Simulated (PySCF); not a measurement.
**Ladder of methods for the bulk modulus B0 of zinc-blende AlAs**

Reference value: 75 GPa (measured, 0 K value with the zero-point phonon effect removed; as tabulated in Mejia-Rodriguez and Trickey (2018), arXiv:1807.09216).

```csv
level (code),value (GPa),cell (Å³/atom)
PBE (PySCF),66.7 ± 2,23.60
Hartree–Fock (PySCF),(withheld),23.37
MP2 (PySCF),82.1 ± 2,22.19
```

### Question
Fill in the missing entries.

### Answer

- Hartree–Fock (PySCF), value (GPa): 81.0 ± 2

Errors against the reference: PBE -11.1 %, Hartree–Fock +8.0 %, MP2 +9.5 %.

With a margin of 5.0 % (twice that across the reference) picked here for doubts on the reference and the settings, these levels can't be ranked. Within 15 %: PBE, Hartree–Fock, MP2. Of the first-principles levels, DFT without exact exchange (PBE) would do here.

A ± on a computed value is a rough bar: the spread of its extrapolation, a floor set from checks against published values, or a statistical error. Each level is taken at its own relaxed cell.

Differences are worked out from the printed values.
